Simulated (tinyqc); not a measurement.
Extended Hueckel theory, for BH3-, step by step. The parameters take no account of the charge, which enters only through the electron count, and nothing here shows that the anion is bound. One step of it, computed by the program tinyqc.

Task: Mulliken analysis. P = C n C^T; charge = valence electrons (H 1, B 3) minus the sum of (P S)_ii on the atom; overlap population = 2 sum P_ij S_ij between two atoms.

coefficients, order 1B 2s, 1B 2px, 1B 2py, 1B 2pz, 2H 1s, 3H 1s, 4H 1s:
```
[[0.558153, 0.000037, 0.000000, 0.014100, 0.002564, 0.000000, 1.460513],
 [0.000017, 0.293645, 0.000000, 0.000001, 1.325525, 0.000000, -0.002917],
 [0.000000, 0.000000, 0.293722, 0.000000, 0.000000, 1.325518, 0.000000],
 [0.000710, 0.000000, 0.000000, 0.999860, -0.000043, 0.000000, -0.023407],
 [0.268795, 0.665028, 0.000000, -0.004995, -0.952893, 0.000000, -0.785610],
 [0.268894, -0.332404, 0.575860, -0.004993, 0.474334, -0.824112, -0.788867],
 [0.268894, -0.332404, -0.575860, -0.004993, 0.474334, 0.824112, -0.788867]]
```

occupations: [2.000000, 2.000000, 2.000000, 1.000000, 0.000000, 0.000000, 0.000000]

overlap S, order 1B 2s, 1B 2px, 1B 2py, 1B 2pz, 2H 1s, 3H 1s, 4H 1s:
```
[[1.000000, 0.000000, 0.000000, 0.000000, 0.481224, 0.481394, 0.481394],
 [0.000000, 1.000000, 0.000000, 0.000000, 0.527290, -0.263781, -0.263781],
 [0.000000, 0.000000, 1.000000, 0.000000, 0.000000, 0.456695, -0.456695],
 [0.000000, 0.000000, 0.000000, 1.000000, -0.006558, -0.006562, -0.006562],
 [0.481224, 0.527290, 0.000000, -0.006558, 1.000000, 0.088091, 0.088091],
 [0.481394, -0.263781, 0.456695, -0.006562, 0.088091, 1.000000, 0.088188],
 [0.481394, -0.263781, -0.456695, -0.006562, 0.088091, 0.088188, 1.000000]]
```

Give: charges; Overlap populations.

Result:

charges: [-0.0193, -0.3270, -0.3269, -0.3269]

Overlap populations:
```
pair      value
2-1    0.700720
3-1    0.700939
3-2   -0.052421
4-1    0.700939
4-2   -0.052421
4-3   -0.052492
```
